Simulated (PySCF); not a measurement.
## EPR parameters of C6H8

Compound: C6H8 (triplet state).
SMILES with atom numbers: `[CH2:1]=[C:2]1[CH:3][CH2:4][CH2:5][CH:6]1` (hydrogens: H7, H8 on C1; H9 on C3; H10, H11 on C4; H12, H13 on C5; H14 on C6)

Method used: UKS B3LYP, pcH-1 on C H, non-relativistic, mean-field spin-orbit, GIAO in PySCF. Isolated species at its GFN2-xTB geometry, gas phase. Couplings are sensitive to structure, and on GFN2-xTB geometries they can be far from those on DFT ones. Stability of the SCF solution: not tested. No frequencies were computed at this geometry's level, so the symmetric structure isn't shown to be a minimum.

```json
{"g1, g2, g3": "2.00218, 2.00277, 2.00294", "g_iso": "2.00263", "Form of g": "rhombic: the two nearest values differ by 22 % of g3 − g1", "⟨S²⟩": "2.0297 (exact 2.0000)", "D, E": "0.052, 0.002 cm⁻¹", "HOMO–LUMO gap, α and β orbitals": "6.24, 6.34 eV", "Total energy": "-233.37476 Eh"}
```

Hyperfine couplings atom by atom, in mT; T1 to T3 are the principal values of the dipolar part; ρ(0) is the spin density at the nucleus (MHz turned into mT with g_iso):

| atom | isotope | a_iso | T1 | T2 | T3 | Mulliken spin population | ρ(0) (bohr⁻³) |
| --- | --- | --- | --- | --- | --- | --- | --- |
| C1 | 13C | 1.19 | -1.11 | -1.11 | 2.22 | 0.84 | 0.0592 |
| C2 | 13C | -1.35 | -0.54 | 0.24 | 0.30 | -0.33 | -0.0673 |
| C3 | 13C | 1.23 | -1.14 | -1.13 | 2.27 | 0.81 | 0.0614 |
| C4 | 13C | -0.48 | -0.02 | 0.01 | 0.01 | -0.07 | -0.0237 |
| C5 | 13C | -0.48 | -0.02 | 0.01 | 0.01 | -0.07 | -0.0237 |
| C6 | 13C | 1.23 | -1.14 | -1.13 | 2.27 | 0.81 | 0.0613 |
| H7 | 1H | -0.91 | -0.50 | -0.05 | 0.55 | -0.04 | -0.0114 |
| H8 | 1H | -0.91 | -0.50 | -0.05 | 0.55 | -0.04 | -0.0114 |
| H9 | 1H | -0.92 | -0.52 | -0.05 | 0.57 | -0.04 | -0.0116 |
| H10 | 1H | 1.69 | -0.10 | -0.05 | 0.15 | 0.04 | 0.0213 |
| H11 | 1H | 1.69 | -0.10 | -0.05 | 0.15 | 0.04 | 0.0212 |
| H12 | 1H | 1.69 | -0.10 | -0.05 | 0.15 | 0.04 | 0.0211 |
| H13 | 1H | 1.70 | -0.10 | -0.05 | 0.15 | 0.04 | 0.0213 |
| H14 | 1H | -0.92 | -0.52 | -0.05 | 0.57 | -0.04 | -0.0116 |

The largest Mulliken spin populations are on C1 (+0.84), C3 (+0.81), C6 (+0.81) and C2 (-0.33). Three atoms exceed +0.15. The angles at C1 add up to 360.0°, so it is planar.

Axes: g2 points within 1° of the C1–C2 bond.

The 13C coupling of C2 (-37.8 MHz) shows only in satellite lines or after enrichment, since that isotope makes up about 1.07 % of natural carbon.

β density exceeds α density at some nuclei, such as C2 (-0.0673), C4/C5 (-0.0237) and H9/H14 (-0.0116), spin density in bohr⁻³. In a single determinant that takes different orbitals for the two spins, that is spin polarisation.

Hardware: an Arm Neoverse N1 with one thread, no GPU, on a shared host. Cost: 70 s of wall time.
